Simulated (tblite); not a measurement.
Compound: C₅H₈N (doublet state).
Numbering: `[CH3:1][N:2]1[CH2:3][C:4]=[CH:5][CH2:6]1` (hydrogens: H7, H8, H9 on C1; H10, H11 on C3; H12 on C5; H13, H14 on C6)

Computed geometry: GFN2-xTB, gas phase. This method treats the open shell by occupation alone, without spin polarisation.

(1) Give the optimised bond lengths and angles.

Answers

(1) 
```tsv
bond	length (Å)	order
C1–N2	1.438	single
N2–C3	1.472	single
C3–C4	1.478	single
C4=C5	1.309	double
C5–C6	1.512	single
N2–C6	1.472	single
C1–H7, C1–H9	1.090	single
C1–H8	1.102	single
C3–H10, C3–H11	1.097	single
C5–H12	1.072	single
C6–H13, C6–H14	1.097	single
```

Bonds in one row agree within 0.01 Å and their mean is given. Orders are formal, as drawn. A selection of angles:
```tsv
angle	degrees
N2–C1–H7	108.6
N2–C1–H8	113.3
H7–C1–H8	108.4
H7–C1–H9	108.6
C1–N2–C3	115.2
C1–N2–C6	114.3
C3–N2–C6	109.4
N2–C3–C4	102.9
N2–C3–H10	112.2
N2–C3–H11	109.5
C4–C3–H10	112.1
H10–C3–H11	108.4
C3–C4–C5	114.5
C4–C5–C6	108.5
C4–C5–H12	129.2
C6–C5–H12	122.2
C5–C6–H13	113.7
C5–C6–H14	108.8
N2–C6–C5	104.6
N2–C6–H13	109.4
N2–C6–H14	111.9
H13–C6–H14	108.5
```

Dihedral angles: C1–N2–C3–C4 -134° (anticlinal); N2–C3–C4–C5 1° (synperiplanar); C3–C4–C5–C6 1° (synperiplanar); C4–C5–C6–N2 -4° (synperiplanar); C1–N2–C6–C5 135° (anticlinal). The mirror-image conformer, all signs reversed, is as good.

The 5-membered ring N2–C3–C4–C5–C6 has internal angles of 102.9° to 114.5°; it is almost planar, 0.02 Å rms from its mean plane, widest ring torsion 4°. The 3 C–C bonds span 1.309 Å (C4=C5, drawn double) to 1.512 Å (C5–C6, drawn single), a spread of 0.203 Å. N2 (nitrogen bonded to 3 C) is pyramidal (angles 115.2°, 114.3° and 109.4°, sum 339.0°, 0.39 Å off the plane of its three neighbours). C5 (carbon bonded to 2 C and H) is planar (angles 129.2°, 122.2° and 108.5°, sum 360.0°, 0.01 Å off the plane of its three neighbours). The C–N distances run from 1.438 Å (C1–N2, drawn single) to 1.472 Å (N2–C3, drawn single), a spread of 0.034 Å. C4 (carbon bonded to 2 C) is bent (angle 114.5°). Of the pairs four or more bonds apart, H8···H14 is among the closest relative to their van der Waals radii: 2.51 Å, 104 % of the sum of Bondi's values.

Its GFN2-xTB frequencies are all real (lowest 56 cm⁻¹).

On an Arm Neoverse V2 with one thread, no GPU, shared host with 96 logical CPUs at a one-minute load of 23, this took 0.18 s. These figures are those of the optimisation.
